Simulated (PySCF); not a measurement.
CH₂O, SMILES C=O. Coordinates come from a r2SCAN-D4/def2-TZVPD optimisation.

Method: r2SCAN-D4/def2-TZVPD in PySCF.

Harmonic wavenumbers (cm⁻¹): 1190, 1260, 1526, 1809, 2860, 2910. Rotational constants (GHz): 282.4, 39.09, 34.34; symmetry number 2.

Q: Work out the zero-point energy and the ideal-gas rigid-rotor harmonic-oscillator thermochemistry at 298.15 K and 1 atm.

A: ZPE = ½ Σ hcν = ½ × 11556 cm⁻¹ = 16.52 kcal/mol. H − E(el) = 18.91 kcal/mol. Entropy in cal/(mol K): translation 36.13, rotation 16.01, vibration 0.09, total 52.23. G − E(el) = 3.34 kcal/mol. Cp = 8.42 cal/(mol K).
